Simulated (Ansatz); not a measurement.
For solid iodine, PBEsol in Ansatz (PAW) gives:

```
Property                                Value
------------------------------  -------------
volume per atom                 39.67 Å³/atom
bulk modulus                          8.5 GPa
band gap at the measured cell         1.07 eV
elastic constant C11                 10.9 GPa
elastic constant C44                 34.2 GPa
Voigt–Reuss–Hill shear modulus        8.8 GPa
```

Problem. What does r²SCAN (PAW; Ansatz, a program for electronic structure) give for the same quantities?

Solution. 
- equilibrium volume per atom: 44.20 Å³/atom (grows by 11 %)
- bulk modulus: 7.4 GPa (drops by 13 %)
- band gap at the measured cell: 1.32 eV (rises by 0.25 eV)
- elastic constant C11: 10.1 GPa (falls by 7.3 %)
- elastic constant C44: 21.9 GPa (falls by 36 %)
- Voigt–Reuss–Hill shear modulus: 6.1 GPa (shrinks by 31 %)

Changes are worked out from the printed values.

Unless a cell is named, each level is at its own relaxed cell (PBEsol 39.67, r²SCAN 44.20 Å³/atom).

Spin–orbit coupling is included only where a level's name says +SOC; with heavier elements it mostly lowers gaps and can invert bands. Density-functional gaps are differences of (generalised) Kohn–Sham levels.

Caveats: the cell comes from a level without a dispersion term, which matters for the spacing of layers, chains or molecules (PBEsol, r²SCAN). Ansatz's density-functional and Hartree–Fock values are scalar-relativistic unless marked +SOC, with PAW data made under PBE.
